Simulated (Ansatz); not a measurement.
Other spins and charges of HGaAl, quartet at one geometry

Geometry (PBE0/def2-TZVP stationary point for this spin, not checked as a minimum):

```yaml
atoms:
  - { symbol: Al, position_ang: [0.0000, 0.0000, 2.0585] }
  - { symbol: Ga, position_ang: [0.0000, 0.0000, -0.2499] }
  - { symbol: H, position_ang: [0.0000, 0.0000, -1.8086] }
```

Basis 6-31G (Cartesian d functions); Ansatz 0.2.0. Only valence electrons are correlated (noble-gas cores and the filled d shells of p-block atoms frozen). Prefix R: restricted or restricted open-shell reference. Active spaces: valence = (7e, 9o) chosen from the atoms' valence shells. No spin–orbit coupling is included, and no scalar relativity.

Gaps are energies of the second state less the first, at fixed atoms, for a selection of the levels run; each method lands on the state that its own search finds for that charge and spin.

Doublet less quartet: 0.015 eV at full CI (quartet A2, doublet B1, in C2v).

```
                   level  gap (eV)  error (meV)
                     RHF     0.284          269
                    RMP2     0.139          124
                   RCCSD     0.008           -7
                RCCSD(T)     0.012           -3
                 BCCD(T)     0.012           -3
                  RCCSDT     0.012           -3
               RCCSDT(Q)     0.014           -1
  CASSCF (valence space)     0.074           59
  NEVPT2 (valence space)     0.036           21
  MRCISD (valence space)     0.019            4
MRCISD+Q (valence space)     0.017            2
                   B3LYP    -0.424         -439
                 wB97M-V    -0.568         -583
```

Wrong sign: B3LYP, wB97M-V.

Sextet less quartet: 5.928 eV at full CI (quartet A2, sextet B2, in C2v).

```json
{"level": "RMP2", "gap (eV)": "5.833", "error (meV)": "-95"}
{"level": "RCCSD", "gap (eV)": "5.905", "error (meV)": "-23"}
{"level": "BCCD(T)", "gap (eV)": "5.920", "error (meV)": "-8"}
{"level": "NEVPT2 (valence space)", "gap (eV)": "5.914", "error (meV)": "-14"}
{"level": "PBE", "gap (eV)": "6.143", "error (meV)": "215"}
{"level": "r2SCAN", "gap (eV)": "5.990", "error (meV)": "62"}
{"level": "B97M-V", "gap (eV)": "6.510", "error (meV)": "582"}
{"level": "PBE0", "gap (eV)": "6.137", "error (meV)": "209"}
{"level": "B3LYP", "gap (eV)": "6.361", "error (meV)": "433"}
{"level": "RPA-PBE", "gap (eV)": "5.876", "error (meV)": "-52"}
```

Problem. PBE gives 7.041 eV for removing an electron, to the triplet. Estimate what full CI gives in 6-31G.

Solution. Full CI in 6-31G gives 6.650 eV, so against it PBE is off by 0.391 eV.

```tsv
level	gap (eV)	error (meV)
RHF	6.360	-290
RMP2	6.624	-26
RCCSD	6.632	-18
RCCSD(T)	6.645	-5
BCCD(T)	6.642	-8
RCCSDT	6.645	-5
RCCSDT(Q)	6.648	-2
CASSCF (valence space)	6.441	-209
NEVPT2 (valence space)	6.579	-71
MRCISD (valence space)	6.642	-8
MRCISD+Q (valence space)	6.648	-2
r2SCAN	7.149	499
PBE0	7.027	377
B3LYP	6.898	248
wB97M-V	6.740	90
B2PLYP	6.730	80
RPA-PBE	6.614	-36
```

Removing an electron, to the quintet: 10.601 eV at full CI (quartet A2, quintet ion A2, in C2v).

Large singles or doubles amplitudes warn of static correlation in the HGaAl⁺ quintet.

```tsv
level	gap (eV)	error (meV)
RMP2	10.619	18
RCCSD	10.605	4
RCCSD(T)	10.606	5
RCCSDT(Q)	10.597	-4
NEVPT2 (valence space)	10.519	-82
MRCISD (valence space)	10.588	-13
PBE	11.060	459
r2SCAN	10.990	389
wB97M-V	11.338	737
B2PLYP	11.013	412
```

In so small a basis the reference is far from its limit while semilocal and hybrid functionals are nearer theirs (RPA and double hybrids share much of the reference's basis error), so the functionals' errors here hold much of the reference's basis and frozen-core error, which can add to them or hide them.

Full CI is exact within this basis and frozen core; it isn't the basis-set limit.
